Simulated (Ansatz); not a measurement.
System: bcc Na. Method: HSE06-D3(BJ) (Ansatz, a quantum-chemistry and plane-wave program, PAW).

Numerical settings: plane-wave cutoff 460 eV, 10×10×10 k mesh, Fermi–Dirac smearing 0.05 eV, scalar-relativistic PAW data made under PBE.

A third-order Birch–Murnaghan fit to the energies gives V0 = 33.431 Å³/atom, B0 = 8.95 GPa, B′ = 3.7.

| V (Å³/atom) | P (GPa) |
|---|---|
| 31.747 | 0.510 |
| 32.888 | ___ |
| 33.418 | 0.005 |
| 34.254 | ___ |
| 35.089 | -0.395 |

Task: Estimate the withheld pressures from this fit; the answers are the runs' own values.

Result: 
- 32.888, P (GPa): 0.152
- 34.254, P (GPa): -0.207

The formula P = (3/2) B0 (x^(7/3) − x^(5/3)) [1 + (3/4)(B′ − 4)(x^(2/3) − 1)] with x = V0/V meets the computed pressures within 0.01 GPa when these rounded values are put in.

Measured, for comparison: bulk modulus 7.9 GPa (0 K value with the zero-point phonon effect removed, our sources range from 7.63 to 7.91; as tabulated in Mejia-Rodriguez and Trickey (2018), arXiv:1807.09216); equilibrium volume per atom 37.42 Å³/atom (static lattice: zero-point anharmonic expansion removed; as tabulated in Mejia-Rodriguez and Trickey (2018), arXiv:1807.09216). Computed (rounded) less measured: bulk modulus +13 % (+13 % to +17 % over the range), equilibrium volume per atom -10.7 %.

Computed values are for the static lattice.
